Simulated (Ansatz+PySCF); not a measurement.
**doublet CH4O(+): levels of theory in one basis**

```xyz
6

C     0.0000    0.0877   -0.3214
O     0.0000   -0.5262    0.8866
H     0.8607   -0.4112   -0.9530
H     0.0000    0.0880    1.6590
H     0.0000    1.1730   -0.3183
H    -0.8607   -0.4112   -0.9530
```

Basis set: cc-pVTZ (spherical functions). Left uncorrelated: 2 orbitals. Correlation on ROHF uses semicanonical orbitals with singles. Charge 1, multiplicity 2.

Computed with Ansatz (development build ahead of 0.2.0); each method stands on the lowest determinant of its kind that the runs found.

```csv
method,E − E(ROHF) (eV),<S²> of the determinant
ROHF,0.00,0.75
UHF,-0.23,0.77
ROHF-MP2,-10.60,–
UHF-MP2,-10.60,0.77
```

What does ROHF-CCSD(T) give on the same scale?

-11.85 eV.

Is a single determinant a sound starting point here?

It is doubtful. Unrestricted orbitals gain 0.23 eV with <S²> 0.77 against 0.75 for a pure state, but the cluster amplitudes or the share of triples are large.

Caution for ROHF-MP2, ROHF-CCSD(T): large amplitudes, a single reference is doubtful.
